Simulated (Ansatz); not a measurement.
# BFH3Si+ (SMILES FB[SiH2+]): functionals against CCSD(T) at one geometry

The task here is to estimate one member of a computed series from the others.

Method: single points in def2-TZVPP; program: Ansatz 0.2.0, Gaussian basis.

Correlated methods freeze the cores.

### The starting structure

SMILES `FB[SiH2+]`, 6 atoms, charge 1, spin multiplicity 1.

Atoms are counted from 1 here; the program's logs count them from 0.

Bond lengths: F1–B2 1.322 Å, B2–Si3 1.984 Å, B2–H4 1.150 Å, Si3–H5 1.470 Å, Si3–H6 1.433 Å. Angles: F1–B2–Si3 116.0°, F1–B2–H4 116.4°, Si3–B2–H4 127.5°, B2–Si3–H5 121.2°, B2–Si3–H6 128.9°, H5–Si3–H6 109.8°.

Geometry (Å):

```csv
atom,x (Å),y (Å),z (Å)
F1,-1.2269,-1.5081,0.4608
B2,-0.1869,-1.0175,-0.1922
Si3,0.2241,0.8951,0.1383
H4,0.3988,-1.7566,-0.8506
H5,1.4222,1.5268,-0.4338
H6,-0.4869,1.8425,0.9439
```

Set-up of the first run:

File run/in.yaml:

```yaml
crystal:
  periodic: [false, false, false]
  atoms:
    - {symbol: F, position_ang: [-1.226900, -1.508100, 0.460800]}
    - {symbol: B, position_ang: [-0.186900, -1.017500, -0.192200]}
    - {symbol: Si, position_ang: [0.224100, 0.895100, 0.138300]}
    - {symbol: H, position_ang: [0.398800, -1.756600, -0.850600]}
    - {symbol: H, position_ang: [1.422200, 1.526800, -0.433800]}
    - {symbol: H, position_ang: [-0.486900, 1.842500, 0.943900]}
basis:
  gaussian: {orbitals: def2-TZVPP}
total_charge: 1
correlation: {method: ccsd_t}
output: {forces: true}
```

No record of the launch command was kept for these runs.

Steps of the session up to this table: CCSD(T)/def2-TZVPP; PBE0-D4/def2-TZVPP; wB97M-V/def2-TZVPP; r2SCAN-D4/def2-TZVPP; PBE-D4/def2-TZVPP; B97M-V/def2-TZVPP; HSE06-D4/def2-TZVPP.

One of the session's tables, all rows but one given; the rest of the session is left out.

```
   method  RMS force component (eV/Å)  angle to CCSD(T) forces (°)
  CCSD(T)                       0.841                    reference
  PBE0-D4                       0.892                          7.9
  wB97M-V                       0.824                          3.6
r2SCAN-D4                       0.833                          4.8
   PBE-D4                       0.769                         13.7
   B97M-V                           ?                            ?
 HSE06-D4                       0.893                          8.0
```

Q: Estimate the row for B97M-V from the others.

As computed: RMS force component (eV/Å): 0.895; angle to CCSD(T) forces (°): 7.7. In the column «RMS force component (eV/Å)» it is the highest.
